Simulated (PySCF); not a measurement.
**doublet [PH3]+ at 6 levels**

We compute a comparison of 6 runs (UB2PLYP/6-31G, UB3LYP/6-31G, UPBE0/6-31G, UMP2/6-31G, NEVPT2(3,3)/6-31G, ROCCSD(T)/6-31G) of doublet [PH3]+. Input form: a Python script.

The results are computed with PySCF 2.14.0.

6 further runs of the same task are left out: 6 set aside as unsound or not needed.

## 1. The structure to begin with

The species is [PH3]+ (4 atoms), meant as a doublet with charge +1. As SMILES of the parent species, `P`. The coordinates come from a PBE0-D4/def2-TZVP relaxation. That shape belongs to the parent species and isn't relaxed for this state.

Bond lengths: P1–H2 1.420 Å, P1–H3 1.420 Å, P1–H4 1.420 Å. Angles: H2–P1–H3 93.1°, H2–P1–H4 93.1°, H3–P1–H4 93.1°.

## 2. The energy at UB2PLYP/6-31G (run 1)

File input.py:

```python
from pyscf import gto, dft, mp

mol = gto.Mole()
mol.atom = '''
P      0.653845    -0.616996    -0.628901
H      1.192228    -0.064251     1.940749
H     -1.900120    -1.252888    -0.108092
H      0.054235     1.934135    -1.203567
'''
mol.unit = 'bohr'
mol.max_memory = 1860
mol.charge = 1
mol.spin = 1
mol.verbose = 4
mol.basis = '6-31g'
mol.build()

myscf = dft.UKS(mol)
myscf.xc = '0.53*HF + 0.47*B88, 0.73*LYP'
myscf.conv_tol = 1e-10
myscf.grids.level = 5
myscf.kernel()
if not myscf.converged:
    myscf = myscf.newton().run(myscf.mo_coeff, myscf.mo_occ)

pt = mp.MP2(myscf, frozen=5).run()
e_final = myscf.e_tot + 0.27 * pt.e_corr
print('PT2 part  %.8f' % (0.27 * pt.e_corr))
print('E(%s) = %.9f' % ('B2PLYP', e_final))
```

Run with:

```sh
$ OMP_NUM_THREADS=1 python input.py
```

Standard output:

```text
PySCF version 2.14.0

[... 92 lines left out ...]
converged SCF energy = -342.514155125716  <S^2> = 0.75146412  2S+1 = 2.0014636
[... 1 line left out ...]
******** <class 'pyscf.mp.ump2.UMP2'> ********
nocc = (np.int64(4), np.int64(3)), nmo = (14, 14)
frozen orbitals 5
E(UMP2) = -342.582421594515  E_corr = -0.068266468799467
E(SCS-UMP2) = -342.591352750707  E_corr = -0.0771976249909309
E_corr(same-spin) = -0.00544862027126486
E_corr(oppo-spin) = -0.0628178485282022
PT2 part  -0.01843195
E(B2PLYP) = -342.532587072
```

Wall time 2.5 s (1 thread of Arm Neoverse V2, shared host); peak memory 0.19 GiB.

## 3. The energy at UB3LYP/6-31G (run 2)

File input.py:

```python
from pyscf import gto, dft

mol = gto.M(
    atom='''
P        0.346000      -0.326500      -0.332800
H        0.630900      -0.034000       1.027000
H       -1.005500      -0.663000      -0.057200
H        0.028700       1.023500      -0.636900
''',
    verbose=3,
    basis='6-31g',
    spin=1,
    charge=1,
    max_memory=1860,
)

mf = dft.UKS(mol, xc='b3lyp')
mf.grids.level = 5
mf.conv_tol = 1e-10
mf.kernel()
if not mf.converged:
    mf = mf.newton().run(mf.mo_coeff, mf.mo_occ)

energy = mf.e_tot
print('Final energy', energy)
```

Run with:

```sh
$ OMP_NUM_THREADS=1 python input.py
```

Standard output:

```text
converged SCF energy = -342.717034991581  <S^2> = 0.75084578  2S+1 = 2.0008456
Final energy -342.71703499158133
```

Wall time 2.5 s (1 thread of Arm Neoverse V2, shared host); peak memory 0.19 GiB.

Runs 3 to 5 aren't shown in full; the table further down has their settings and results.

## 4. A single-point energy at ROCCSD(T)/6-31G (run 6)

File job.py:

```python
from pyscf import gto, scf, cc

mol = gto.M(
    atom='''
P      0.346000    -0.326500    -0.332800
H      0.630900    -0.034000     1.027000
H     -1.005500    -0.663000    -0.057200
H      0.028700     1.023500    -0.636900
''',
    verbose=3,
    basis='6-31g',
    max_memory=1860,
    charge=1,
    spin=1,
)

myscf = scf.ROHF(mol)
myscf.conv_tol = 1e-10
myscf.kernel()
if not myscf.converged:
    myscf = myscf.newton().run(myscf.mo_coeff, myscf.mo_occ)

mycc = cc.CCSD(myscf, frozen=5)
mycc.kernel()
e_t = mycc.ccsd_t()
e_tot = mycc.e_tot + e_t
print(f'total energy: {e_tot:.8f} hartree')
```

Run with:

```sh
$ OMP_NUM_THREADS=1 python job.py
```

Standard output:

```text
converged SCF energy = -342.044898748729

WARN: RCCSD method does not support ROHF method. ROHF object is converted to UHF object and UCCSD method is called.

E(UCCSD) = -342.121579597335  E_corr = -0.07668084860573286
UCCSD(T) correction = -0.000665396949014849
total energy: -342.12224499 hartree
```

Run time: 0.74 s. Hardware: 1 thread of Arm Neoverse V2, shared host; peak memory 0.12 GiB.

## 5. All runs side by side

```
run              level  frozen core orbitals  integration grid  energy (Eh)  HOMO energy (eV)  LUMO energy (eV)   ⟨S²⟩  wall time
  1      UB2PLYP/6-31G                     5                 5  -342.532587            -18.88            -11.57  0.751      2.5 s
  2       UB3LYP/6-31G                     –                 5  -342.717035            -17.35            -13.53  0.751      2.5 s
  3        UPBE0/6-31G                     –                 5  -342.560950            -17.69            -13.05  0.752      2.2 s
  4         UMP2/6-31G                     5                 –  -342.099852            -21.13             -8.61  0.756     0.64 s
  5  NEVPT2(3,3)/6-31G                     –                 –  -342.107609                 –                 –      –     0.82 s
  6    ROCCSD(T)/6-31G                     5                 –  -342.122245                 –                 –  0.750     0.74 s
```

## 6. Summary of results

| quantity | value |
| --- | --- |
| run 6: total energy | -342.12224 Eh |
| run 6: correlation energy (5 core orbitals frozen) | -77.3 mEh |
| run 6: (T) correction | -0.67 mEh |
| run 6: ⟨S²⟩ of the reference determinant | 0.750 |
| run 6: T1 diagnostic | 0.011 |

Totals of different functionals can't be ranked against each other. All runs together took 9.3 s, the longest 2.5 s.
